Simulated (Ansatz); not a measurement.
Cost and result for the atomization energy of `N=CCC=N` (11 atoms, 10 bonds).

```json
{"atom": "N1", "x (Å)": "1.9779", "y (Å)": "-0.7751", "z (Å)": "0.6847"}
{"atom": "C2", "x (Å)": "1.2151", "y (Å)": "-0.1793", "z (Å)": "-0.1265"}
{"atom": "C3", "x (Å)": "-0.1944", "y (Å)": "-0.6357", "z (Å)": "-0.3543"}
{"atom": "C4", "x (Å)": "-1.1615", "y (Å)": "0.3532", "z (Å)": "0.2230"}
{"atom": "N5", "x (Å)": "-1.8878", "y (Å)": "1.0742", "z (Å)": "-0.5170"}
{"atom": "H6", "x (Å)": "2.8918", "y (Å)": "-0.3247", "z (Å)": "0.7229"}
{"atom": "H7", "x (Å)": "1.5147", "y (Å)": "0.7101", "z (Å)": "-0.6964"}
{"atom": "H8", "x (Å)": "-0.3932", "y (Å)": "-0.7200", "z (Å)": "-1.4258"}
{"atom": "H9", "x (Å)": "-0.3190", "y (Å)": "-1.6082", "z (Å)": "0.1288"}
{"atom": "H10", "x (Å)": "-1.1696", "y (Å)": "0.4112", "z (Å)": "1.3195"}
{"atom": "H11", "x (Å)": "-2.4740", "y (Å)": "1.6943", "z (Å)": "0.0411"}
```

Total charge 0; spin multiplicity 1. All single points use the PBE0-D4/def2-TZVP geometry. It is one conformer, not always the lowest. Program: Ansatz. All runs use 4 threads of an Arm Neoverse V2 on a shared host. Times are those of one run each, without the atoms' runs, and a repeat can differ threefold. Electronic energies, without spin–orbit coupling; frozen cores. CCSD(T)/CBS adds CCSD(T) − MP2 in def2-TZVPP to the MP2 limit, and its time is that of the two runs behind it. T1 = 0.013. B3LYP takes the VWN-RPA correlation (the form of Gaussian; ORCA's B3LYP/G).

CCSD(T)/CBS is a level of theory with its own doubt, some kJ/mol a heavy atom from the limit and from the frozen cores, so smaller differences don't rank the functionals.

```
                             level  functions  wall time
   PBE-D4/def2-TZVPP (with forces)        239      1.9 s
                PBE0-D4/def2-TZVPP        239        2 s
 B3LYP-D4/def2-TZVPP (with forces)        239      3.2 s
r2SCAN-D4/def2-TZVPP (with forces)        239      3.5 s
                 B2PLYP/def2-TZVPP        239      3.9 s
                ωB97X-V/def2-TZVPP        239      5.5 s
  ωB97M-V/def2-TZVPP (with forces)        239        8 s
                    MP2/def2-QZVPP        465       19 s
                CCSD(T)/def2-TZVPP        239      110 s
                 CCSD(T)/CBS(def2)          –    2.2 min
```

**Question.** What atomization energy does each give, and how far from CCSD(T)/CBS? (An estimate is asked.)

**Answer.** Computed: 
```csv
level,atomization (kJ/mol),difference from CCSD(T)/CBS,per bond
PBE-D4/def2-TZVPP (with forces),4599.6,171.9,17.2
PBE0-D4/def2-TZVPP,4475.3,47.6,4.8
B3LYP-D4/def2-TZVPP (with forces),4464.1,36.4,3.6
r2SCAN-D4/def2-TZVPP (with forces),4428.9,1.2,0.1
B2PLYP/def2-TZVPP,4407.1,-20.6,-2.1
ωB97X-V/def2-TZVPP,4450.5,22.8,2.3
ωB97M-V/def2-TZVPP (with forces),4458.6,30.9,3.1
MP2/def2-QZVPP,4452.7,25.0,2.5
CCSD(T)/def2-TZVPP,4302.1,-125.6,-12.6
CCSD(T)/CBS(def2),4427.7,0.0,0.0
```

The D4 term adds +28.8 kJ/mol with B3LYP and +15.2 kJ/mol with PBE0; it sums over pairs of atoms, weighted by their polarisabilities, and B3LYP, whose exchange is more repulsive, gets the larger term. From PBE to PBE0 (25 % exact exchange), in def2-TZVPP and without D4, the atomization energy moves by −121.4 kJ/mol: exact exchange takes away binding that semilocal exchange gives to molecules. In def2-TZVPP, CCSD(T) changes the Hartree–Fock value by +1242.1 kJ/mol (the triples alone add +82.7 kJ/mol) and MP2 by +1318.2 kJ/mol; breaking electron pairs costs correlation energy, which Hartree–Fock lacks.
